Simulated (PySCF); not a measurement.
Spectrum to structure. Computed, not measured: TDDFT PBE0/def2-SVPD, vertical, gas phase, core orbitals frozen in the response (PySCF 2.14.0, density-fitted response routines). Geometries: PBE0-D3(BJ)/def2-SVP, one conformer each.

```tsv
state	E (eV)	λ (nm)	f
S1	2.55	486.4	0.0000
S2	5.73	216.5	0.172
S3	5.91	209.9	0.059
S4	6.10	203.4	0.010
S5	6.20	200.1	0.053
S6	6.22	199.4	0.0097
```

Orbital energies (eV): HOMO-3 -9.99, HOMO-2 -9.91, HOMO-1 -8.85, HOMO -7.01, LUMO -2.68, LUMO+1 -0.01, LUMO+2 0.25.

Problem. Which structure fits? All have the formula C4H5NS.
A. `NC1=CC=CS1`
B. `CC1=CN=CS1`
C. `CC(=S)CC#N`

Solution. C. Its S1, at 2.55 eV, is the lowest among the candidates; the nearest of the others has S1 at 4.65 eV. S1 is HOMO→LUMO (100%). S1 has the pattern of n→π* at C=S. At the same level the other candidates give, for their lowest levels:
- `Cc1cncs1`: 5.38 eV (f 0.001); 5.55 eV (f 0.124); 5.88 eV (f 0.000); 6.23 eV (f 0.035); 6.59 eV (f 0.002); T1 3.70 eV; HOMO -7.08, LUMO -0.81 eV
- `Nc1cccs1`: 4.65 eV (f 0.009); 5.03 eV (f 0.125); 5.32 eV (f 0.005); 5.84 eV (f 0.016); 5.96 eV (f 0.000); T1 3.33 eV; HOMO -5.73, LUMO -0.07 eV

Conformer computed: `[CH3:1][C:2](=[S:3])[CH2:4][C:5]#[N:6]`: C1–C2–C4–C5 -39°.
Triplets come from the Tamm–Dancoff approximation.
